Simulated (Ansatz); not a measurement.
Results of rVV10 (plane waves, PAW; Ansatz, a program for electronic structure) for cubic perovskite BaTiO3 (cubic high-temperature phase).

Run with plane-wave cutoff 500 eV, 8×8×8 k mesh, gaussian smearing 0.02 eV, no spin polarisation, scalar-relativistic PAW data made under PBE.

Cell (relaxed at this level):

```
CELL_PARAMETERS angstrom
      4.03200     0.00000     0.00000
      0.00000     4.03200     0.00000
      0.00000     0.00000     4.03200
ATOMIC_POSITIONS crystal
  Ba 0.00000 0.00000 0.00000
  Ti 0.50000 0.50000 0.50000
  O  0.50000 0.00000 0.50000
  O  0.00000 0.50000 0.50000
  O  0.50000 0.50000 0.00000
```

Task: Estimate the band gap that the calculation returns.

Result: 
band gap: 1.76 eV (on the SCF k mesh)

Measured, for comparison: band gap 3.2 eV (temperature not stated, not corrected to a static lattice; as tabulated in Matsushita et al. (2011), arXiv:1104.2769).

Note: the relaxation could not lower the start's symmetry, so the cell can be a saddle point above a distorted one.

Spin–orbit coupling is not included.

Computed values are for the static lattice.
